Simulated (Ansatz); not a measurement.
**SO+ (doublet): the correlation ladder, def2-QZVPP**

One table from this session's results is given with a row withheld; the runs are named, their logs left out.

Program: Ansatz 0.2.0, Gaussian basis. Level of theory: def2-QZVPP, core rule «outside noble gas», up to 6 orbitals frozen. These are calculated values, not measurements.

The runs, in order: UHF; ROHF; CCSD(T) on UHF.

## What is computed

The geometry is a PBE0/def2-TZVP stationary point (not a proven minimum).

2 atoms, charge 1, spin multiplicity 2.

Atoms are counted from 1 here; the program's logs count them from 0.

Bond lengths: O1–S2 1.415 Å.

Set-up of the first run:

in.yaml

```yaml
crystal:
  periodic: [false, false, false]
  atoms:
    - {symbol: O, position_ang: [0.000000, 0.000000, 0.000000]}
    - {symbol: S, position_ang: [0.000000, 0.000000, 1.415100]}
basis:
  gaussian: {orbitals: "def2-QZVPP.json"}
total_charge: 1
magnetization: {spin_polarized: true, initial_magnetization: 1}
hamiltonian: {xc: hf}
output: {orbitals: {seedname: orbitals}}
```

On the command line:

```
> ansatz run in.yaml --threads 1 --pin off --events-out ev --progress --plain --max-ram 2393MiB
```

Steps of the session up to this table: UHF; ROHF; CCSD(T) on UHF.

One of the session's tables, all rows but one given; the rest of the session is left out.

```
  method  from UCCSD(T) (kJ/mol)
    ROHF                 +1159.4
     UHF                 +1122.1
    UMP2                       ?
   UCCSD                   +59.1
UCCSD(T)                       0
```

Estimate the missing values for UMP2.

As computed: from UCCSD(T) (kJ/mol): +148.6. In the column «from UCCSD(T) (kJ/mol)» it lies between UCCSD (+59.1) and UHF (+1122.1).

Caveats from the session: Warnings: spin contamination; coupled cluster took another determinant than the lowest.
